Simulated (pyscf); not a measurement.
**Atom transfer: `[OH][Ta]([F])([F])([F])[F]` + `[H]` [doublet] → `[OH][Ta]([F])([F])[F]` [doublet] + `[FH]`**

Gas phase, doublet surface, charge 0. Bonds broken: Ta2–F3. Bonds formed: F3–H8. Structures and frequencies: ωB97X-D3(BJ)/def2-SVP in PySCF.

Transition state (Å):

```xyz
8

O      1.3035    -0.4663     0.4119
Ta    -0.5351    -0.1036     0.3935
F     -0.4655    -0.1332    -1.6244
F     -2.0591    -1.1777     0.1656
F     -0.7004    -0.3424     2.2588
F     -0.8558     1.7191     0.1055
H      2.0224    -0.8646    -0.0858
H     -0.6731     0.9436    -2.2617
```

One imaginary mode, 2499i cm⁻¹; descent along it reached the two sides named, in the forms told below.

```csv
bond,change,reactant side (Å),saddle,product side
Ta2–F3,breaks,1.892,2.019,2.413
F3–H8,forms,3.4,1.268,0.947
```

Electronic energies relative to the separated reactants (eV):

| level | barrier | reaction energy | reverse barrier |
|---|---|---|---|
| ωB97X-D3(BJ)/def2-TZVP | 1.23 | +0.08 | 1.15 |
| PBE/def2-TZVP | 0.70 | +0.11 | 0.59 |
| r²SCAN/def2-TZVP | 0.77 | +0.14 | 0.63 |
| B3LYP-D3(BJ)/def2-TZVP | 0.79 | -0.06 | 0.85 |
| PBE0-D3(BJ)/def2-TZVP | 0.92 | -0.01 | 0.94 |
| M06-2X/def2-TZVP | 1.03 | -0.28 | 1.30 |
| ωB97M-D3(BJ)/def2-TZVP | 1.11 | -0.08 | 1.19 |
| HF/def2-TZVP | 1.97 | -0.16 | 2.13 |

With ωB97M-D3(BJ)/def2-TZVP energies and thermal terms (ideal gas, 1 atm, RRHO with modes under 100 cm⁻¹ raised to 100, one conformer, R ln 2 for chiral ones without a mode under 150 cm⁻¹), in eV:

```
T (K)   ΔH‡   ΔG‡     ΔH     ΔG
-----  ----  ----  -----  -----
298    1.10  1.37  +0.09  -0.07
600    1.09  1.64  +0.05  -0.23
900    1.07  1.92  +0.01  -0.36
1200   1.06  2.21  -0.04  -0.47
```

On the product side the descent ends in an adduct with a F–Ta contact, 0.36 eV under the separated species and 1.51 eV under the saddle at ωB97X-D3(BJ)/def2-TZVP. What is counted as broken (F–Ta) persists as a longer contact in the product adduct; parting that adduct is a step of its own. This is the saddle that the search found; another between the same sides may lie lower. The angle at the transferred F is 119°: a side-on saddle, likely not the lowest. Open-shell species with a d-block atom are single-reference here; other states, and whether the spin sits on metal or ligand, were not checked. Elements past Kr carry the def2 core potentials, without spin-orbit coupling.
